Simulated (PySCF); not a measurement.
Stepwise substitution at one centre (Si F-NH2). Gas-phase values, no solvent. One relaxed conformer stands for each flexible species; it need not be the lowest. Strings in code marks are SMILES.

The dipole moment from two functionals at the same geometries (B3LYP-D3(BJ)/def2-TZVP), both in PySCF: PBE-D3(BJ)/def2-TZVP and B3LYP-D3(BJ)/def2-TZVP. B3LYP has the VWN-RPA correlation part, as in Gaussian. 

```tsv
species	PBE-D3(BJ)/def2-TZVP (D)	B3LYP-D3(BJ)/def2-TZVP (D)
0 of 4 F replaced by NH2 (`F[Si](F)(F)F`)	0.00	0.00
1 of 4 F replaced by NH2 (`N[Si](F)(F)F`)	2.81	2.88
2 of 4 F replaced by NH2 (`N[Si](N)(F)F`)	2.50	2.54
```

Over these rows, drawn at random from the members with no instability flagged (it was tested for open shells, ions and some series alone), PBE minus B3LYP-D3(BJ): mean -0.04 D, from -0.06 D to 0.00 D.
